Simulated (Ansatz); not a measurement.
# C4H2N: which of these isomers lies lowest?

2 of its isomers, all doublets with charge 0: A = 1-cyano propargyl radical `C#C[CH]C#N`; B = `[CH2]C#CC#N`.

Shapes, held fixed at every level: PBE0-D4/def2-TZVP. Programs: Ansatz 0.2.0.

A:

```xyz
7

C    -0.5538   -0.4400    1.7815
C    -0.0176   -0.2230    0.7138
C     0.6102    0.0153   -0.4870
C    -0.0689    0.5238   -1.5972
N    -0.6091    0.9446   -2.5316
H    -1.0303   -0.6280    2.7151
H     1.6696   -0.1927   -0.5947
```

B:

```xyz
7

C    -0.7009    1.0155    1.1576
C    -0.1428    0.2066    0.2357
C     0.3674   -0.5326   -0.6070
C     0.9274   -1.3437   -1.5317
N     1.4086   -2.0405   -2.3262
H    -1.6091    0.7240    1.6717
H    -0.2506    1.9707    1.3999
```

Electronic energies in kJ/mol, without zero-point or thermal terms.

```tsv
level	kind	B − A
SPW92/def2-TZVPP	LDA	-20.2
PBE-D4/def2-TZVPP	GGA	-19.6
r2SCAN-D4/def2-TZVPP	meta-GGA	-19.6
B3LYP-D4/def2-TZVPP	global hybrid	-12.8
PBE0-D4/def2-TZVPP	global hybrid	-12.3
r2SCAN0-D4/def2-TZVPP	global hybrid	-12.9
B2PLYP/def2-TZVPP	double hybrid	-7.3
```

B2PLYP/def2-TZVPP puts B lowest of these. All levels agree on that. The B − A difference spans -20.2 to -7.3 kJ/mol over the levels. Spin contamination: C4H2N (1-cyano propargyl radical) (⟨S²⟩ up to 1.11), C4H2N (SMILES [CH2]C#CC#N) (⟨S²⟩ up to 1.38). Open shells run unrestricted unless RO is named.
